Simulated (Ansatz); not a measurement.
A calculation on rock-salt HfN returned lattice constant a 4.499 Å, bulk modulus 284 GPa.

For reference: lattice constant a 4.524 Å (measured, room temperature, no zero-point or thermal correction; as tabulated in Seo, Lee, Wen, Petrov, Greene, Gall, J. Appl. Phys. 96, 878 (2004)); bulk modulus 260 GPa (measured, room temperature, not corrected to a static lattice, sources range from 260 to 306; as tabulated in Synthesis of Binary Transition Metal Nitrides, Carbides and Borides from the …).

### Question
Which level of theory produced these numbers?
(A) PBE+SOC (Ansatz, a quantum-chemistry and plane-wave program)
(B) r²SCAN (Ansatz)
(C) r²SCAN+SOC (Ansatz)
(D) PBEsol+SOC (Ansatz)

### Answer
D, PBEsol+SOC (Ansatz)

The others give: r²SCAN 4.525 Å, 282 GPa; PBE+SOC 4.545 Å, 263 GPa; r²SCAN+SOC 4.523 Å, 282 GPa.

Unless a cell is named, each level is at its own relaxed cell (PBE+SOC 11.74, PBEsol+SOC 11.38, r²SCAN 11.58, r²SCAN+SOC 11.57 Å³/atom).

Ansatz's density-functional and Hartree–Fock values are scalar-relativistic unless marked +SOC, with PAW data made under PBE.
